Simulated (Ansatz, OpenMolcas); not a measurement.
**Worked example: the enthalpy of formation of CH3Al (SMILES C[Al])**

CH3Al has 5 atoms, charge 0, and is taken as a singlet. SMILES: `C[Al]`. The shape is that of a PBE0-D4/def2-TZVP optimisation.

```xyz
5

C    -0.1312   -0.0575    0.0540
Al    1.5727    0.6892   -0.6472
H    -0.2307   -1.1275   -0.1718
H    -0.2051    0.0499    1.1443
H    -1.0056    0.4458   -0.3793
```

Total energies at r2SCAN/cc-pVTZ (OpenMolcas 26.06); the atoms run unrestricted:

| species | state | energy (Eh) |
| --- | --- | --- |
| CH3Al | singlet | -282.268613 |
| C | triplet | -37.832099 |
| Al | doublet | -242.334096 |
| H | doublet | -0.499928 |

Harmonic wavenumbers at PBE0-D4/def2-TZVP, in cm⁻¹: 443, 443, 578, 1183, 1417, 1417, 2998, 3083, 3083.

Measured heats of formation of the gaseous atoms at 298.15 K, in kJ/mol: C 716.9, Al 329.7, H 218.0. Spin-orbit lowering of the atoms at 298 K (mean of the ground term's levels less their thermal mean, from spectra), in kJ/mol: C 0.02, Al 0.17. Take 1 Eh = 2625.50 kJ/mol, 1 cm⁻¹ = 0.0119627 kJ/mol, RT = 2.479 kJ/mol.

Question: Work out the heat of formation of the gas at 298 K.

Answer: 
1. Electronic atomisation energy: (-37.832099) + (-242.334096) + 3 × (-0.499928) − (-282.268613) = 0.602634 Eh = 1582.2 kJ/mol.
2. Zero-point energy: half the sum of the wavenumbers, 7322.5 cm⁻¹ = 87.6 kJ/mol.
3. Thermal vibrational enthalpy, Σ hcν̃/(exp(hcν̃/kT) − 1): 2.0 kJ/mol. Translation, rotation and pV of a non-linear molecule: 4 RT = 9.9 kJ/mol.
4. The 5 free atoms carry 5/2 RT each: 31.0 kJ/mol.
5. Spin-orbit coupling lowers the free atoms by 0.02 + 0.17 = 0.2 kJ/mol.
6. Atomisation enthalpy at 298 K: 1582.2 − 0.2 − 87.6 − 2.0 − 9.9 + 31.0 = 1513.5 kJ/mol.
7. Sum of the atoms' heats of formation: 1700.6 kJ/mol. Heat of formation: 1700.6 − 1513.5 = +187.1 kJ/mol.

No measured value is set beside it here. Anharmonicity and any spin-orbit splitting of the molecule are left out.
